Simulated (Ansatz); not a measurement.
Basis-set extrapolation for C₂H₅FOS, SMILES `COC(F)S` (PBE0-D4/def2-TZVP geometry, frozen core, Ansatz). Multiplicity 1, RHF reference.

```json
{"": "HF", "def2-TZVPP": "-650.577741", "def2-QZVPP": "-650.600624"}
{"": "MP2 correlation", "def2-TZVPP": "-1.003471", "def2-QZVPP": "-1.084895"}
{"": "CCSD(T) correlation", "def2-TZVPP": "-1.081523", "def2-QZVPP": "not run"}
```

Energies in hartree. Use E(X) = E(∞) + A·exp(−7.88·√X) for Hartree–Fock and E(X) = E(∞) + B·X^(−2.97) for correlation, with X = 3 and 4, and add CCSD(T) minus MP2 of the smaller set to the MP2 limit.

Q: What is the CCSD(T) energy at the basis-set limit?

A: HF limit: -650.600624 + (-0.022883) × 0.13774 = -650.60378. MP2 limit: -1.084895 + (-0.081424) × 0.74074 = -1.14521. Higher-order term: -1.081523 − (-1.003471) = -0.07805. Total: -651.82704 hartree, 105.3 kcal/mol below CCSD(T)/def2-TZVPP.
